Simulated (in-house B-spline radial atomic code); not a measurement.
Results of a calculation; reference values are marked as such.
O ion on O atom: potential, deflection and energy transfer

The pair potential comes from two frozen, spherical free-atom densities (PBE, B-spline radial code, scalar-relativistic past argon): electrostatics plus the change in Thomas-Fermi kinetic and Dirac exchange energy where they overlap, the recipe behind the universal ZBL potential, which averages such potentials (from solid-state densities) over many pairs. It is written V = (Z1 Z2 e²/r) φ(r/a), with e² = 14.3996 eV·Å and a = 0.46850 Å/(Z1^0.23 + Z2^0.23); ZBL's fit is φ = 0.18175 e^(−3.1998x) + 0.50986 e^(−0.94229x) + 0.28022 e^(−0.4029x) + 0.02817 e^(−0.20162x). Where φ falls below 4e-4 it is continued as an exponential.

Masses 16.0 and 16.0 u.

```
x = r/a  φ, this pair    φ, ZBL
    0.1         0.913    0.8928
   0.25        0.7993    0.7647
    0.5        0.6569    0.6096
      1        0.4703    0.4164
    1.5        0.3505    0.2995
      2        0.2683    0.2218
      3        0.1609    0.1292
      4       0.09767   0.08026
      5       0.06198   0.05224
    6.5       0.03411   0.02914
      8       0.01942   0.01705
     10      0.008879  0.008778
     12      0.003812   0.00474
   14.5      0.001205  0.002328
```

Question: At x = 3 the electrostatic, kinetic and exchange parts are 94.93, 281.6 and -36.18 eV. Find r, V and φ.

Answer: a = 0.46850/(1.6133 + 1.6133) = 0.14520 Å, so r = 0.43560 Å. V = 94.93 + 281.6 + (-36.18) = 340.35 eV. The bare repulsion is 8 × 8 × 14.3996/0.43560 = 2115.6 eV, so φ = 0.1609, +24.5 % against ZBL's 0.1292. The kinetic (Pauli) term is 83 % of V here.

Question: The ion comes in at 1.269 keV with impact parameter 0.2904 Å. The scattering integral gives a centre-of-mass angle of 64.52° and a closest approach of 2.974 a. What are the reduced energy, the energy passed on and the laboratory angles?

Answer: ε = E a M2/(Z1 Z2 e² (M1 + M2)) = 1269 × 7.8779e-05 = 0.1. The most that one collision can pass on is γE with γ = 4 M1 M2/(M1 + M2)² = 1.0000. Here T = γE sin²(θ/2) = 1.0000 × 1269 × 0.2849 = 361.7 eV. The ion turns by arctan(sin θ/(cos θ + M1/M2)) = 32.3°, and the struck atom leaves at (180° − θ)/2 = 57.7°. The closest approach is 0.432 Å. With ZBL the angle would be 57.39° and T = 292.7 eV.
